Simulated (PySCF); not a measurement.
**Working out the electron affinity of O**

O⁻ [He] 2s2 2p5 (2P) → O [He] 2s2 2p4 (3P). Computed with PySCF 2.14 in dyall-av3z (15s9p3d2f, 71 functions), with scalar relativity by spin-free X2C-1e. Frozen: 1s2; the 14 highest virtual orbitals dropped. Energies in hartree (1 hartree = 27.21139 eV):

```json
{"part": "UHF", "O⁻ (lower)": "-74.849684", "O (upper)": "-74.871066"}
{"part": "CCSD correlation", "O⁻ (lower)": "-0.231670", "O (upper)": "-0.167015"}
{"part": "(T)", "O⁻ (lower)": "-0.009258", "O (upper)": "-0.003596"}
```

Task: What does Hartree-Fock give?

Result: (-74.871066) − (-74.849684) = -0.021382 hartree = -0.582 eV.

Task: What do CCSD and CCSD(T) give?

Result: The CCSD correlation energies differ by 0.064655 hartree = 1.759 eV and the triples by 0.005662 hartree = 0.154 eV, so CCSD gives 1.177 eV and CCSD(T) 1.331 eV.

A first-order spin-orbit estimate adds -0.001 eV to CCSD(T) (valence), giving 1.330 eV against 1.461 eV (measured; photodetachment measurements, as compiled on the Wikipedia data page of electron affinities).

What remains against the reference includes basis incompleteness, the frozen core and higher excitations.
